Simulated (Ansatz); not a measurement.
System: chalcopyrite CdGeAs2. Method: PBE-D3(BJ) (Ansatz, a first-principles code, plane waves, PAW).

Numerical settings: plane-wave cutoff 520 eV, 8×8×8 k mesh, Fermi–Dirac smearing 0.01 eV, scalar-relativistic PAW data made under PBE.

Properties against volume:

Shape and atoms are relaxed at each volume.

```
V (Å³/atom)  P (GPa)   c (Å)  a (Å)
-----------  -------  ------  -----
24.197          2.64  11.123  5.900
24.701          1.24  11.215  5.936
25.205         -0.01  11.305  5.973
25.709         -1.12  11.392  6.009
26.213         -2.11  11.476  6.045
```

Note: the gap of the solid is closed in this run; this level leaves the solid without a gap, although one is measured; the bulk modulus comes from volumes at which shape and atoms were relaxed.
